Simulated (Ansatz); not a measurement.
Input file for BCl, SMILES `[B]Cl`:

```yaml
crystal:
  periodic: [false, false, false]
  atoms:
    - {symbol: B, position_ang: [-0.000000, -0.000000, -0.069701]}
    - {symbol: Cl, position_ang: [0.000000, 0.000000, 1.648231]}
basis:
  gaussian: {orbitals: def2-SVP}
correlation: {method: ccsd_t}
```

```sh
$ ansatz run in.yaml --threads 2 --pin off --events-out ev --progress --plain --max-ram 22528MiB --backend cpu
```

Output of Ansatz, abridged:

```
Functional definition: HF
306 factors; integrals over basis functions are off by at most 8.6e-4 eV
mean field evaluation 1: about -13168.8366 eV, gradient 9.7e0 eV
mean field evaluation 2: about -13168.8380 eV, gradient 9.7e0 eV
mean field evaluation 4: about -13169.2550 eV, gradient 1.3e0 eV
mean field evaluation 8: about -13169.2695 eV, gradient 6.3e-4 eV
mean field evaluation 16: about -13169.2695 eV, gradient 1.5e-6 eV
mean field -13169.26945689 eV, -483.9617260894 hartree, gradient 1.5e-6 eV, S^2 0.000000; 0 other end points of the search recorded, 0 dependent functions left out; unrestricted orbitals would lower it
6 core orbitals not correlated: weight in the atoms' cores, before any rotation towards them, 1.000 or more for the frozen orbitals, at most 0.000 for the correlated occupied ones
reference -13169.26945689 eV, -483.9617260894 hartree; 5, 5 occupied and 21, 21 virtual orbitals, 306 factors
second order -5.30724757 eV of doubles, -0.00000000 eV of singles
cycle   1  -5.76567028 eV  change   -4.6e-1 eV  update   7.9e-2
cycle   2  -6.00055330 eV  change   -2.3e-1 eV  update   3.2e-2
cycle   3  -6.07040849 eV  change   -7.0e-2 eV  update   1.6e-2
cycle   4  -6.06655533 eV  change    3.9e-3 eV  update   4.1e-3
cycle   5  -6.06705696 eV  change   -5.0e-4 eV  update   9.8e-4
cycle   6  -6.06710211 eV  change   -4.5e-5 eV  update   2.7e-4
cycle   7  -6.06714971 eV  change   -4.8e-5 eV  update   7.0e-5
cycle   8  -6.06717994 eV  change   -3.0e-5 eV  update   1.7e-5
cycle   9  -6.06717682 eV  change    3.1e-6 eV  update   5.2e-6
perturbative correction -0.19079669 eV, -0.0070116492 hartree
Total energy: -13175.52743041 eV, -484.1917023744 hartree
```

It took 0.3 s on 2 threads of an AMD EPYC 7R13 on a shared host, with 0.18 GiB of host memory at the peak.

Correlation energy per correlated electron: -0.626 eV. T1 diagnostic: 0.0174.
